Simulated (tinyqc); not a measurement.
Ways to converge the cycle: SCF convergence aids in the sto-6g basis, for BH, spin multiplicity 3. Computed by the program tinyqc with PySCF. Command: `OMP_NUM_THREADS=1 python tinyqc.py 114030 114031 out.jsonl`; one thread of a shared host (Intel(R) Xeon(R) Processor @ 2.60GHz), about 1 s.

Geometry (angstrom):
```
atom,x,y,z
B,0.0000,0.0000,0.0000
H,0.0000,0.0000,1.8850
```

lowest solution found by these runs and by PySCF with stability checks = -24.886497 hartree

UHF with one setting changed at a time; a run stops when the energy changes by less than 1e-09 hartree and the error matrix is below 1e-5. The start is the core Hamiltonian. Damping d keeps d of the old density; a shift (hartree) raises the virtual levels; DIIS n extrapolates F over n matrices.

Largest element of the error matrix X^T (FDS - SDF) X:
```
iteration,plain,damping 0.3,damping 0.6,shift 0.4,DIIS 3,DIIS 8
1,1.5e-01,1.5e-01,1.5e-01,1.5e-01,1.5e-01,1.5e-01
2,8.2e-02,3.6e-02,1.1e-01,2.0e-01,8.2e-02,8.2e-02
3,2.3e-02,2.0e-02,6.8e-02,1.0e-01,2.4e-02,2.4e-02
4,1.8e-02,1.5e-02,4.4e-02,4.9e-02,1.8e-02,1.8e-02
5,2.1e-02,1.7e-02,3.0e-02,3.1e-02,2.1e-02,2.0e-02
6,2.3e-02,2.0e-02,2.4e-02,2.6e-02,1.3e-02,1.7e-03
8,2.4e-02,2.3e-02,2.0e-02,2.4e-02,7.0e-04,2.8e-04
10,1.9e-02,2.4e-02,2.1e-02,2.4e-02,1.4e-05,5.7e-05
14,6.5e-03,1.8e-02,2.4e-02,1.9e-02,-,-
20,8.4e-04,5.8e-03,2.1e-02,8.1e-03,-,-
30,5.4e-05,6.0e-04,9.3e-03,1.2e-03,-,-
45,-,3.9e-05,1.5e-03,1.1e-04,-,-
60,-,-,2.5e-04,1.0e-05,-,-
```

How each run ends:
```
run,iterations,E (hartree),state
plain,37,-24.88650,lowest found
damping 0.3,53,-24.88650,lowest found
damping 0.6,>60,-24.88649,"falls steadily but slowly, by a factor of about 0.89 a step"
shift 0.4,>60,-24.88650,"falls steadily but slowly, by a factor of about 0.85 a step"
DIIS 3,13,-24.85173,higher
DIIS 8,12,-24.85173,higher
```

2 of 6 runs reach the lowest solution found, in 37 to 53 iterations (fastest: plain). Ending on a higher stationary point: DIIS 3, DIIS 8; a small error matrix cannot reveal that, and an occupation fixed by the start is kept by symmetry or by the shape of the basin. Not converged: damping 0.6, shift 0.4. Plain steps already contract here, so damping only slows them. DIIS minimises the error, not the energy, so it can stall or settle near a saddle, and its small system turns near-singular when few rotations are active.
